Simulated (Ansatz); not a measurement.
2H MoTe₂ was calculated with LDA (Ansatz, a quantum-chemistry and plane-wave program, PAW).

Settings: plane-wave cutoff 520 eV, 12×12×4 k mesh (along the axes of the cell as run), perturbation theory, no spin polarisation, scalar-relativistic PAW data made under PBE.

The cell has the measured lattice parameters. Conventional cell: a = 3.5180 Å, b = 3.5180 Å, c = 13.9740 Å, α = 90.00°, β = 90.00°, γ = 120.00°.

```cif
data_Mo2Te4
_chemical_formula_sum 'Te4 Mo2'
_space_group_name_H-M_alt 'P 1'
_space_group_IT_number 1
_cell_length_a 3.51800
_cell_length_b 3.51800
_cell_length_c 13.97400
_cell_angle_alpha 90.000
_cell_angle_beta 90.000
_cell_angle_gamma 120.000
loop_
_space_group_symop_operation_xyz
  'x, y, z'
loop_
_atom_site_label
_atom_site_type_symbol
_atom_site_fract_x
_atom_site_fract_y
_atom_site_fract_z
_atom_site_occupancy
Te1 Te 0.66667 0.33333 0.12250 1
Te2 Te 0.33333 0.66667 0.62250 1
Te3 Te 0.33333 0.66667 0.87750 1
Te4 Te 0.66667 0.33333 0.37750 1
Mo1 Mo 0.66667 0.33333 0.75000 1
Mo2 Mo 0.33333 0.66667 0.25000 1
```

Harmonic phonon frequencies (cm⁻¹; i marks an imaginary mode; at Γ without the LO shift):

```
q point                                                            frequencies
-------  ---------------------------------------------------------------------
Γ               0 0 0 24 24 30 118 118 120 120 173 175 237 237 237 237 288 293
M         75 79 98 101 105 107 131 133 148 152 161 162 233 233 241 241 256 256
K        67 67 105 105 113 116 144 144 147 150 150 150 224 224 250 250 253 254
A            17 17 17 17 21 21 119 119 119 119 174 174 237 237 237 237 293 293
```

No imaginary mode appears at these points.

Note: the cell isn't this level's own, so it is under some stress, which shifts stiffness and frequencies.
